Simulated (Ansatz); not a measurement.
**doublet SiHO: levels of theory in one basis**

```csv
atom,x (Å),y (Å),z (Å)
H,-0.0326,0.2697,-1.3604
Si,0.0393,-0.5013,0.0221
O,0.0107,0.3068,1.3072
```

Basis set: def2-SVP (spherical functions). Frozen core: 6 orbitals. Correlation on ROHF uses semicanonical orbitals with singles. Charge 0, multiplicity 2.

Computed with Ansatz (development build ahead of 0.2.0); each method stands on the lowest determinant of its kind that the runs found.

```csv
method,E − E(ROHF) (eV),<S²> of the determinant
ROHF,0.00,0.75
UHF,-0.15,0.78
ROHF-MP2,-7.54,–
UHF-MP2,-7.55,0.78
ROHF-CCSD(T),-8.14,–
UHF-CCSD(T),-8.13,0.78
```

(1) Is a single determinant a sound starting point here?

## Answers

(1) By this sign, yes. Unrestricted orbitals gain 0.15 eV and <S²> is 0.78 against 0.75 for a pure state.
